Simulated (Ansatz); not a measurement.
in.yaml

```yaml
crystal:
  periodic: [false, false, false]
  atoms:
    - {symbol: P, position_ang: [0.000000, 0.740966, 1.629479]}
    - {symbol: Ge, position_ang: [0.000000, 0.156794, -1.006535]}
    - {symbol: Si, position_ang: [0.000000, -1.285717, 0.784652]}
    - {symbol: H, position_ang: [0.000000, 1.756057, 0.601480]}
basis:
  gaussian: {orbitals: def2-SVPD}
magnetization: {spin_polarized: false}
correlation: {method: mp2, electrons: outside_noble_gas}
scf: {lower_state_search: full}
output: {forces: true}
```

```sh
$ ansatz run in.yaml --threads 1 --pin off --events-out ev --progress --plain --max-ram 2393MiB
```

Log:

```
895 factors; integrals over basis functions are off by at most 9.6e-4 eV
mean field evaluation 1: about -73608.4835 eV, gradient 1.0e1 eV
mean field evaluation 2: about -73608.4958 eV, gradient 1.0e1 eV
mean field evaluation 4: about -73609.1986 eV, gradient 2.7e0 eV
mean field evaluation 8: about -73609.2527 eV, gradient 3.1e-1 eV
mean field -73609.25460273 eV, -2705.0902125057 hartree, gradient 1.8e-6 eV, S^2 0.000000; 0 other end points of the search recorded, 0 dependent functions left out; unrestricted orbitals would lower it
mean field evaluation 16: about -73609.2193 eV, gradient 5.6e0 eV
24 core orbitals not correlated: weight in the atoms' cores, before any rotation towards them, 1.000 or more for the frozen orbitals, at most 0.000 for the correlated occupied ones
reference -73609.25460273 eV, -2705.0902125057 hartree; 7, 7 occupied and 63, 63 virtual orbitals, 895 factors
second order -8.19517526 eV of doubles, -0.00000000 eV of singles
the calculation of the forces begins
Total energy: -73617.44977800 eV, -2705.3913796417 hartree
Atom 0 at     0.000000     0.740966     1.629479 Å, force    -0.000000    -0.221351    -0.460635 eV/Å
Atom 1 at     0.000000     0.156794    -1.006535 Å, force    -0.000000     1.141663     0.457019 eV/Å
Atom 2 at     0.000000    -1.285717     0.784652 Å, force    -0.000000    -1.178688     0.662756 eV/Å
Atom 3 at     0.000000     1.756057     0.601480 Å, force     0.000000     0.258376    -0.659140 eV/Å
Dipole moment:     0.000000     0.085998    -0.241667 e Å
```

Forces (eV/Å):
```
P    0.000 -0.221 -0.461
Ge   0.000  1.142  0.457
Si   0.000 -1.179  0.663
H    0.000  0.258 -0.659
```

Ran on 1 thread of Arm Neoverse V2, shared host: 3.2 s wall, 0.19 GiB peak host memory.
